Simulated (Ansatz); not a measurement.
# H6Si2: the cost of one run

All numbers below are computed with Ansatz 0.2.0 (RKS PBE-D4/def2-SVP).

### 1 The system as given

Bond lengths: Si1–Si2 2.258 Å, Si1–H3 1.456 Å, Si1–H4 1.449 Å, Si1–H5 1.540 Å, Si2–H6 1.502 Å, Si2–H7 1.502 Å, Si2–H8 1.446 Å. Angles: Si1–Si2–H6 110.5°, Si1–Si2–H7 109.8°, Si1–Si2–H8 112.4°, H6–Si2–H7 107.4°, H6–Si2–H8 107.5°, H7–Si2–H8 109.0°, Si2–Si1–H3 115.1°, Si2–Si1–H4 112.9°, Si2–Si1–H5 111.1°, H3–Si1–H4 105.9°, H3–Si1–H5 104.9°, H4–Si1–H5 106.2°.

Coordinates:

```xyz
8

Si   -0.3054    0.4450   -0.9708
Si    0.3349   -0.5051    0.9748
H     0.7807    0.9443   -1.8016
H    -1.0691   -0.4536   -1.8123
H    -1.2073    1.6681   -0.7190
H     1.1277    0.4678    1.8005
H     1.2208   -1.6855    0.6984
H    -0.7902   -0.9380    1.7742
```

### 2 Preparing the start

Input file input.yaml:

```yaml
crystal:
  periodic: [false, false, false]
  atoms:
    - { symbol: Si, position_ang: [-0.3054, 0.445, -0.9708] }
    - { symbol: Si, position_ang: [0.3349, -0.5051, 0.9748] }
    - { symbol: H, position_ang: [0.7807, 0.9443, -1.8016] }
    - { symbol: H, position_ang: [-1.0691, -0.4536, -1.8123] }
    - { symbol: H, position_ang: [-1.2073, 1.6681, -0.719] }
    - { symbol: H, position_ang: [1.1277, 0.4678, 1.8005] }
    - { symbol: H, position_ang: [1.2208, -1.6855, 0.6984] }
    - { symbol: H, position_ang: [-0.7902, -0.938, 1.7742] }
basis:
  gaussian: { orbitals: def2-SVP }
hamiltonian:
  xc: pbe
  dispersion: d4
relax:
  f_tol: 0.02
  max_steps: 40
scf:
  lower_state_search: "off"
```

On the command line:

```bash
ansatz run input.yaml --threads 1 --pin off --max-ram 2048MiB --backend cpu --events-out ev --progress --plain --runs-dir out
```

**Question.** How long does this run take on 1 thread of AMD EPYC 7R13 (Zen 3), shared host, and how much memory does it need?

About 3.5 s, with a peak of 0.1 GiB.
